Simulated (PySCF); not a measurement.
# C: ionisation energy

C [He] 2s2 2p2 (3P) → C⁺ [He] 2s2 2p1 (2P), as a difference of total energies. Computed with PySCF 2.14 in 6-31G* (3s2p1d, 14 functions), with no relativity, point nucleus. Correlated levels: valence: 1s2 frozen. The calculations carry no spin-orbit coupling.

```tsv
method	ionisation energy (eV)
UHF	10.718
LDA	11.513
B3LYP	11.402
MP2 (valence)	10.940
SCS-MP2 (valence)	10.830
CCSD (valence)	10.794
CCSD(T) (valence)	10.799
```

Errors of the correlated levels include the incompleteness of this basis and the frozen core.

Which method comes closest to the reference value, and which is furthest?

The reference is 11.262 eV (measured; NIST levels, between the centres of gravity of the two terms). Closest: B3LYP (error 0.140 eV); furthest: UHF (error -0.544 eV).
